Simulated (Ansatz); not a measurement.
# SiHO2+ (triplet): wave-function methods side by side, cc-pVTZ

How much of the correlation energy of SiHO2+ (triplet) does each wave-function method recover here?

Computed with Ansatz 0.2.0, Gaussian basis. Level: cc-pVTZ, core rule «outside noble gas», up to 7 orbitals frozen.

To be run: UHF; CCSD(T) on ROHF; CCSD(T) on UHF; BCCD(T) on ROHF; CCSDT(Q) on ROHF; CCSDT(Q) on UHF.

6 further runs of the same task are left out: 1 for a known fault of the program, 5 set aside as unsound or not needed.

### Step 1. The system

The geometry is a PBE0/def2-TZVP stationary point (not a proven minimum) of the parent state, kept for this charge and spin.

4 atoms, charge 1, spin multiplicity 3.

Atoms are counted from 1 here; the program's logs count them from 0.

Bond lengths: O1–Si3 1.627 Å, O1–H4 0.965 Å, O2–Si3 1.525 Å. Angles: Si3–O1–H4 116.9°, O1–Si3–O2 127.5°.

In the tables R marks a restricted open-shell determinant and U an unrestricted one; energies count from the table's Hartree-Fock row.

### Step 2. UHF

The input, in.yaml:

```yaml
crystal:
  periodic: [false, false, false]
  atoms:
    - {symbol: O, position_ang: [0.000000, 0.199858, 1.434628]}
    - {symbol: O, position_ang: [0.000000, 0.406627, -1.385152]}
    - {symbol: Si, position_ang: [0.000000, -0.387106, -0.083158]}
    - {symbol: H, position_ang: [0.000000, 1.159459, 1.531796]}
basis:
  gaussian: {orbitals: cc-pVTZ}
total_charge: 1
magnetization: {spin_polarized: true, initial_magnetization: 2}
hamiltonian: {xc: hf}
output: {orbitals: {seedname: orbitals}}
```

The run is started by

```sh
$ ansatz run in.yaml --threads 1 --pin off --events-out ev --progress --plain --max-ram 4096MiB --backend cpu
```

The log of the run:

```text
Functional definition: HF
  name "HF"
  cite "Fock, Z. Phys. 61, 126 (1930) doi:10.1007/BF01340294"
  parent pbe
  exchange = exact_x
  correlation = 0
847 factors; their error is unknown
mean field evaluation 1: about -11938.1534 eV, gradient 4.3e1 eV
mean field evaluation 2: about -11942.2196 eV, gradient 2.9e1 eV
mean field evaluation 4: about -11945.1578 eV, gradient 2.0e0 eV
mean field evaluation 8: about -11945.2193 eV, gradient 3.0e-1 eV
mean field evaluation 16: about -11945.4464 eV, gradient 1.9e-5 eV
mean field evaluation 32: about -11945.3572 eV, gradient 2.2e-1 eV
mean field evaluation 64: about -11945.2388 eV, gradient 9.0e-2 eV
mean field evaluation 96: about -11945.4463 eV, gradient 9.6e-6 eV
mean field -11945.44634999 eV, -438.9870564480 hartree, gradient 9.6e-6 eV, S^2 2.009651; 3 other end points of the search recorded, 0 dependent functions left out
reference -11945.44634999 eV, -438.9870564480 hartree; 16, 14 occupied and 92, 94 virtual orbitals, 847 factors
Total energy: -11945.44634999 eV, -438.9870564480 hartree
```

It took 4.6 s on 1 thread of AMD EPYC 7R13, shared host; peak memory 0.26 GiB.

From the report: ⟨S²⟩ of the determinant 2.010 (pure triplet: 2.00).

### Step 3. CCSD(T) on ROHF

in.yaml, as its differences from that of step 2:

```diff
@@ -10,4 +10,4 @@
 total_charge: 1
-magnetization: {spin_polarized: true, initial_magnetization: 2}
-hamiltonian: {xc: hf}
-output: {orbitals: {seedname: orbitals}}
+magnetization: {spin_polarized: false, initial_magnetization: 2}
+correlation: {method: ccsd_t, electrons: outside_noble_gas}
+output: {forces: true}
```

The run is started by

```sh
$ ansatz run in.yaml --threads 2 --pin off --events-out ev --progress --plain --max-ram 24576MiB --backend cuda --devices 0, --max-vram 18GiB
```

The log of the run, cut to the lines that bear on the results:

```text
Functional definition: HF
  name "HF"
  cite "Fock, Z. Phys. 61, 126 (1930) doi:10.1007/BF01340294"
  parent pbe
[...]
652 factors; integrals over basis functions are off by at most 1.2e-3 eV
[...]
mean field -11945.28889695 eV, -438.9812701552 hartree, gradient 1.8e-6 eV, S^2 2.000000; 11 other end points of the search recorded, 0 dependent functions left out
[...]
determinant -11945.28889695 eV, -438.9812701552 hartree, with singles and doubles -11959.23312762 eV, -439.4937111808 hartree
determinant -11945.08267676 eV, -438.9736917031 hartree, with singles and doubles -11959.04538818 eV, -439.4868118833 hartree
determinant -11943.33629507 eV, -438.9095133596 hartree, with singles and doubles -11957.45769628 eV, -439.4284652824 hartree
determinant -11942.21973964 eV, -438.8684807043 hartree, with singles and doubles -11957.03395697 eV, -439.4128931499 hartree
[...]
7 core orbitals not correlated: weight in the atoms' cores, before any rotation towards them, 1.000 or more for the frozen orbitals, at most 0.000 for the correlated occupied ones
reference -11945.28889695 eV, -438.9812701552 hartree; 9, 7 occupied and 92, 94 virtual orbitals, 652 factors
second order -13.38239062 eV of doubles, -0.10326265 eV of singles
cycle   1  -13.93062071 eV  change   -4.2e-7 eV  update   3.2e-6
[...]
cycle   9  -13.93062077 eV  change    7.4e-8 eV  update   6.4e-8
perturbative correction -0.51751856 eV, -0.0190184564 hartree
[...]
Total energy: -11959.73703628 eV, -439.5122294824 hartree
Atom 0 at     0.000000     0.199858     1.434628 Å, force    -0.000000    -0.344794    -1.874425 eV/Å
Atom 1 at     0.000000     0.406627    -1.385152 Å, force    -0.000000     3.436261    -4.849715 eV/Å
Atom 2 at     0.000000    -0.387106    -0.083158 Å, force     0.000000    -3.565446     6.260055 eV/Å
Atom 3 at     0.000000     1.159459     1.531796 Å, force    -0.000000     0.473979     0.464085 eV/Å
Dipole moment:     0.000000    -0.048023     0.018669 e Å
```

Run time: 34 s. Hardware: 1 × H100 (card shared with other runs) with 2 threads of AMD EPYC 7R13, shared host; peak host memory 1 GiB.

From the report: correlation -14.4481 eV; T1 0.026; largest double amplitude 0.03.

### Step 4. CCSD(T) on UHF

in.yaml, as its differences from that of step 3:

```diff
@@ -10,3 +10,3 @@
 total_charge: 1
-magnetization: {spin_polarized: false, initial_magnetization: 2}
+magnetization: {spin_polarized: true, initial_magnetization: 2}
 correlation: {method: ccsd_t, electrons: outside_noble_gas}
```

Same command.

The log of the run, cut to the lines that bear on the results:

```text
Functional definition: HF
  name "HF"
  cite "Fock, Z. Phys. 61, 126 (1930) doi:10.1007/BF01340294"
  parent pbe
[...]
652 factors; integrals over basis functions are off by at most 1.2e-3 eV
[...]
mean field -11945.44662290 eV, -438.9870664771 hartree, gradient 1.1e-6 eV, S^2 2.009651; 5 other end points of the search recorded, 0 dependent functions left out
determinant -11945.44662290 eV, -438.9870664771 hartree, with singles and doubles -11959.22546540 eV, -439.4934295994 hartree
determinant -11945.23771405 eV, -438.9793892186 hartree, with singles and doubles -11959.04013624 eV, -439.4866188782 hartree
determinant -11945.44662290 eV, -438.9870664771 hartree, with singles and doubles -11959.22420965 eV, -439.4933834512 hartree
determinant -11945.23771405 eV, -438.9793892186 hartree, with singles and doubles -11959.03841813 eV, -439.4865557387 hartree
7 core orbitals not correlated: weight in the atoms' cores, before any rotation towards them, 1.000 or more for the frozen orbitals, at most 0.000 for the correlated occupied ones
reference -11945.44662290 eV, -438.9870664771 hartree; 9, 7 occupied and 92, 94 virtual orbitals, 652 factors
second order -13.32307661 eV of doubles, -0.00000000 eV of singles
cycle   1  -13.77758747 eV  change   -7.3e-7 eV  update   3.9e-6
[...]
cycle   9  -13.77758739 eV  change   -6.0e-8 eV  update   8.0e-8
perturbative correction -0.51450917 eV, -0.0189078632 hartree
[...]
Total energy: -11959.73871946 eV, -439.5122913382 hartree
Atom 0 at     0.000000     0.199858     1.434628 Å, force     0.000000    -0.344423    -1.874284 eV/Å
Atom 1 at     0.000000     0.406627    -1.385152 Å, force    -0.000000     3.435698    -4.848600 eV/Å
Atom 2 at     0.000000    -0.387106    -0.083158 Å, force     0.000000    -3.564991     6.258860 eV/Å
Atom 3 at     0.000000     1.159459     1.531796 Å, force     0.000000     0.473716     0.464024 eV/Å
Dipole moment:    -0.000000    -0.048255     0.018636 e Å
```

Wall time 16 s (1 × H100 (card shared with other runs) with 2 threads of AMD EPYC 7R13, shared host); peak host memory 1 GiB.

From the report: ⟨S²⟩ of the determinant 2.010 (pure triplet: 2.00); correlation -14.2921 eV; T1 0.022; largest double amplitude 0.03.

### Step 5. BCCD(T) on ROHF

in.yaml, as its differences from that of step 4:

```diff
@@ -10,4 +10,3 @@
 total_charge: 1
-magnetization: {spin_polarized: true, initial_magnetization: 2}
-correlation: {method: ccsd_t, electrons: outside_noble_gas}
-output: {forces: true}
+magnetization: {spin_polarized: false, initial_magnetization: 2}
+correlation: {method: bccd_t, electrons: outside_noble_gas}
```

Launched as before.

The log of the run, cut to the lines that bear on the results:

```text
Functional definition: HF
  name "HF"
  cite "Fock, Z. Phys. 61, 126 (1930) doi:10.1007/BF01340294"
  parent pbe
[...]
652 factors; integrals over basis functions are off by at most 1.2e-3 eV
[...]
mean field -11945.28889695 eV, -438.9812701552 hartree, gradient 1.8e-6 eV, S^2 2.000000; 11 other end points of the search recorded, 0 dependent functions left out
[...]
determinant -11945.28889695 eV, -438.9812701552 hartree, with singles and doubles -11959.23312762 eV, -439.4937111808 hartree
determinant -11945.08267676 eV, -438.9736917031 hartree, with singles and doubles -11959.04538818 eV, -439.4868118833 hartree
determinant -11943.33629507 eV, -438.9095133596 hartree, with singles and doubles -11957.45769628 eV, -439.4284652824 hartree
determinant -11942.21973964 eV, -438.8684807043 hartree, with singles and doubles -11957.03395697 eV, -439.4128931499 hartree
determinant -11937.59332204 eV, -438.6984629937 hartree, with singles and doubles -11952.82503401 eV, -439.2582180840 hartree
determinant -11945.28889695 eV, -438.9812701552 hartree, with singles and doubles -11959.21951724 eV, -439.4932110084 hartree
determinant -11945.08267676 eV, -438.9736917031 hartree, with singles and doubles -11959.03330717 eV, -439.4863679144 hartree
[...]
7 core orbitals not correlated: weight in the atoms' cores, before any rotation towards them, 1.000 or more for the frozen orbitals, at most 0.000 for the correlated occupied ones
reference -11945.28889695 eV, -438.9812701552 hartree; 9, 7 occupied and 92, 94 virtual orbitals, 652 factors
second order -13.38239062 eV of doubles, -0.10326265 eV of singles
cycle   1  -13.88068268 eV  change    5.0e-2 eV  update   1.3e-2
[...]
cycle  12  -13.89179112 eV  change   -1.3e-6 eV  update   1.4e-5
perturbative correction -0.55945312 eV, -0.0205595231 hartree
Total energy: -11959.74014120 eV, -439.5123435859 hartree
```

Run time: 12 s. Hardware: 1 × H100 (card shared with other runs) with 2 threads of AMD EPYC 7R13, shared host; peak host memory 0.82 GiB.

From the report: correlation -14.4512 eV; largest double amplitude 0.03.

### Step 6. CCSDT(Q) on ROHF

in.yaml, as its differences from that of step 5:

```diff
@@ -11,2 +11,2 @@
 magnetization: {spin_polarized: false, initial_magnetization: 2}
-correlation: {method: bccd_t, electrons: outside_noble_gas}
+correlation: {method: ccsdt_q, electrons: outside_noble_gas}
```

The command is unchanged.

The log of the run, cut to the lines that bear on the results:

```text
Functional definition: HF
  name "HF"
  cite "Fock, Z. Phys. 61, 126 (1930) doi:10.1007/BF01340294"
  parent pbe
[...]
1385 factors; integrals over basis functions are off by at most 2.1e-7 eV
[...]
mean field -11945.28896599 eV, -438.9812726924 hartree, gradient 6.0e-6 eV, S^2 2.000000; 11 other end points of the search recorded, 0 dependent functions left out
[...]
determinant -11945.28896599 eV, -438.9812726924 hartree, with singles and doubles -11959.23321074 eV, -439.4937142354 hartree
determinant -11945.08274557 eV, -438.9736942318 hartree, with singles and doubles -11959.04547105 eV, -439.4868149290 hartree
determinant -11943.33636443 eV, -438.9095159088 hartree, with singles and doubles -11957.45777880 eV, -439.4284683151 hartree
determinant -11942.21980798 eV, -438.8684832160 hartree, with singles and doubles -11957.03405219 eV, -439.4128966493 hartree
determinant -11937.59339222 eV, -438.6984655726 hartree, with singles and doubles -11952.82511559 eV, -439.2582210819 hartree
determinant -11945.28896599 eV, -438.9812726924 hartree, with singles and doubles -11959.21957078 eV, -439.4932129761 hartree
determinant -11945.08274557 eV, -438.9736942318 hartree, with singles and doubles -11959.03336004 eV, -439.4863698577 hartree
[...]
7 core orbitals not correlated: weight in the atoms' cores, before any rotation towards them, 1.000 or more for the frozen orbitals, at most 0.000 for the correlated occupied ones
reference -11945.28896599 eV, -438.9812726924 hartree; 9, 7 occupied and 92, 94 virtual orbitals, 1385 factors
second order -13.38241111 eV of doubles, -0.10326263 eV of singles
cycle   1  -13.50998927 eV  change   -2.3e-2 eV  update   1.0e-1
[...]
cycle  25  -14.47579965 eV  change    3.5e-7 eV  update   1.7e-6
perturbative correction -0.02419498 eV, -0.0008891492 hartree
Total energy: -11959.78896062 eV, -439.5141376666 hartree
```

It took 3 min on 1 × H100 (card shared with other runs) with 2 threads of AMD EPYC 7R13, shared host; peak host memory 2.1 GiB.

From the report: correlation -14.5000 eV; T1 0.029; largest double amplitude 0.04.

### Step 7. CCSDT(Q) on UHF

in.yaml, as its differences from that of step 6:

```diff
@@ -10,3 +10,3 @@
 total_charge: 1
-magnetization: {spin_polarized: false, initial_magnetization: 2}
+magnetization: {spin_polarized: true, initial_magnetization: 2}
 correlation: {method: ccsdt_q, electrons: outside_noble_gas}
```

Same command.

The log of the run, cut to the lines that bear on the results:

```text
Functional definition: HF
  name "HF"
  cite "Fock, Z. Phys. 61, 126 (1930) doi:10.1007/BF01340294"
  parent pbe
[...]
1385 factors; integrals over basis functions are off by at most 2.1e-7 eV
[...]
mean field -11945.44669194 eV, -438.9870690141 hartree, gradient 2.9e-6 eV, S^2 2.009651; 5 other end points of the search recorded, 0 dependent functions left out
determinant -11945.44669194 eV, -438.9870690141 hartree, with singles and doubles -11959.22554847 eV, -439.4934326520 hartree
determinant -11945.23778284 eV, -438.9793917462 hartree, with singles and doubles -11959.04021913 eV, -439.4866219244 hartree
determinant -11945.44669194 eV, -438.9870690141 hartree, with singles and doubles -11959.22426330 eV, -439.4933854230 hartree
determinant -11945.23778284 eV, -438.9793917462 hartree, with singles and doubles -11959.03847094 eV, -439.4865576795 hartree
7 core orbitals not correlated: weight in the atoms' cores, before any rotation towards them, 1.000 or more for the frozen orbitals, at most 0.000 for the correlated occupied ones
reference -11945.44669194 eV, -438.9870690141 hartree; 9, 7 occupied and 92, 94 virtual orbitals, 1385 factors
second order -13.32309697 eV of doubles, -0.00000000 eV of singles
cycle   1  -13.35944556 eV  change   -3.6e-2 eV  update   1.0e-1
[...]
cycle  25  -14.32038974 eV  change   -4.9e-8 eV  update   1.7e-6
perturbative correction -0.03101125 eV, -0.0011396425 hartree
Total energy: -11959.79809293 eV, -439.5144732729 hartree
```

Wall time 2 min (1 × H100 (card shared with other runs) with 2 threads of AMD EPYC 7R13, shared host); peak host memory 1.9 GiB.

From the report: ⟨S²⟩ of the determinant 2.010 (pure triplet: 2.00); correlation -14.3514 eV; T1 0.026; largest double amplitude 0.04.

### Step 8. The ladder

The yardstick is UCCSDT(Q), where the cluster series has nearly closed. Rows without a time come out of other runs: HF, MP2 and CCSD of CCSD(T), CCSDT of CCSDT(Q). The times of RCCSD(T), UCCSD(T) include forces.

| method | energy from the lowest ROHF (kcal/mol) | from UCCSDT(Q) (kcal/mol) | time |
| --- | --- | --- | --- |
| ROHF | 0.00 | +334.59 |  |
| UHF | -3.64 | +330.95 |  |
| RMP2 | -310.99 | +23.60 |  |
| UMP2 | -310.87 | +23.72 |  |
| RCCSD | -321.25 | +13.34 |  |
| UCCSD | -321.36 | +13.23 |  |
| RCCSD(T) | -333.18 | +1.41 | 34 s |
| UCCSD(T) | -333.22 | +1.37 | 16 s |
| BCCD(T) | -333.25 | +1.34 | 12 s |
| RCCSDT | -333.82 | +0.77 |  |
| UCCSDT | -333.87 | +0.72 |  |
| RCCSDT(Q) | -334.38 | +0.21 | 3 min |
| UCCSDT(Q) | -334.59 | 0 | 2 min |

Among the levels timed on like hardware and quicker than the yardstick, those that no quicker one beats, quickest first: BCCD(T) (12 s, +1.34 kcal/mol).

### Step 9. Summary of results

```
                         quantity                      value
    UCCSDT(Q) from the ROHF energy                -14.5092 eV
              RMP2 from UCCSDT(Q)            +23.60 kcal/mol
              UMP2 from UCCSDT(Q)            +23.72 kcal/mol
             RCCSD from UCCSDT(Q)            +13.34 kcal/mol
          RCCSD(T) from UCCSDT(Q)             +1.41 kcal/mol
          UCCSD(T) from UCCSDT(Q)             +1.37 kcal/mol
         RCCSDT(Q) from UCCSDT(Q)             +0.21 kcal/mol
levels within 1 kcal/mol (43 meV)  RCCSDT, UCCSDT, RCCSDT(Q)
                    T1 diagnostic                      0.026
```

In words: RCCSD(T) misses by +1.41 kcal/mol, 0.4 % of the correlation energy. These misses are within one basis, not against nature; the frozen cores of restricted and unrestricted runs differ, which can shift their rows.

For cost: BCCD(T) gets within 1.34 kcal/mol in 12 s, where UCCSDT(Q) took 2 min.
